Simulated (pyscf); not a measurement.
This saddle point was located with ωB97X-D3(BJ)/def2-SVP in PySCF.

```
C
F 1 1.2570
F 1 1.7048 2 98.74
H 3 1.1381 1 82.28 2 -102.63
Cl 4 1.5518 3 141.51 1 4.32
```

Surface: singlet, charge 0. Lowest wavenumbers (cm⁻¹): 909i, 257, 410, 451, 577.

**Question.** Name the species on either side of this saddle.

**Answer.** F–C:–F [singlet] + HCl <-> HF + F–C:–Cl [singlet], a four-centre exchange read from left to right: C–F, Cl–H broken and F–H, C–Cl formed. At CCSD(T)/def2-TZVPP + ΔMP2(QZVPP) it lies +39.1 kcal/mol from the left side and +28.8 kcal/mol from the right (each side as separated species at their lowest minima found). This is the saddle that the search found; another between the same sides may lie lower. The CCSD(T) − MP2 part came from Ansatz, without density fitting, on the same reference.
